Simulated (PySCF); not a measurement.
Gas-phase reaction: 2 PH + 3 Si2H6 = 2 H3SiPH2 + i-Si4H10

Method: PySCF energies plus ideal-gas RRHO corrections (1 bar). † marks an energy on the PBE0/def2-TZVP geometry and frequencies; other levels use their own. MP2 and CCSD(T) freeze the core. 6-31G* has spherical d functions here. Open shells (unrestricted): PH (multiplicity 3); the rest are closed-shell singlets. B3LYP is the form with VWN-RPA correlation. MP2 isn't extrapolated to the basis-set limit; its ΔH°(298 K) is -426.6 kJ in def2-SVP and -482.1 kJ in def2-TZVPP. CCSD(T) isn't extrapolated to the basis-set limit. The harmonic model lacks anharmonicity and excited electronic states, which grow with temperature; levels with a mode under 35 cm⁻¹ are left out. Internal rotation in Si2H6, H3SiPH2, i-Si4H10 is treated as a harmonic vibration of one conformer, which makes the entropy rough.

```tsv
level	ΔE electronic, kJ	ΔH°(298 K), kJ	ΔS°(298 K), J/K	ΔG°(2500 K), kJ
B3LYP/6-31G*	-450	-429	-244	139
CCSD(T)/def2-SVP†	-429	-408	-246	163
HF/def2-TZVP†	-258	-237	-246	333
M06-2X/def2-TZVP†	-506	-484	-246	86
MP2/def2-SVP†	-448	-427	-246	144
ωB97M-V/def2-TZVP†	-526	-505	-246	66
```
ΔH° is lowest at ωB97M-V/def2-TZVP† and highest at HF/def2-TZVP†. No reference value is set beside these.
